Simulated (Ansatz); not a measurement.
System: C$_{2}$H$_{6}$O, charge 1, doublet. C2H6O+ (parent SMILES O(C)C, doublet).
B3LYP-D3(BJ)/def2-TZVP minimum from Ansatz (a program for electronic structure):
```xyz
9

C      1.2240     0.1562     0.1136
O     -0.0010    -0.2968    -0.3995
C     -1.2233     0.0666     0.1862
H      1.8208    -0.7518     0.3069
H      1.1101     0.7960     0.9840
H      1.7389     0.6454    -0.7310
H     -1.7397    -0.8821     0.4125
H     -1.8216     0.5151    -0.6254
H     -1.1050     0.7149     1.0497
```
Charge +1, spin multiplicity 2.

Total energies in cc-pVDZ, 19 correlated electrons, 3 frozen orbitals. UHF or UKS for unpaired electrons; spin-orbit terms are left out. Cores are frozen in correlated methods. No relativity. The spin of C2H6O+ (parent SMILES COC, doublet) was assumed, and the state is the lowest solution found for it.

```
method    program  energy (Eh)  minus CCSDT(Q) (mEh)
--------  -------  -----------  --------------------
HF         Ansatz   -153.75842                497.57
MP2        Ansatz   -154.19037                 65.62
CCSD       Ansatz   -154.24130                 14.69
CCSD(T)    Ansatz   -154.25401                  1.98
CCSDT(Q)   Ansatz   -154.25599                  0.00
```

Rough core times of Ansatz's runs on a shared machine: CCSD(T) 20 s, CCSDT(Q) 20 min.
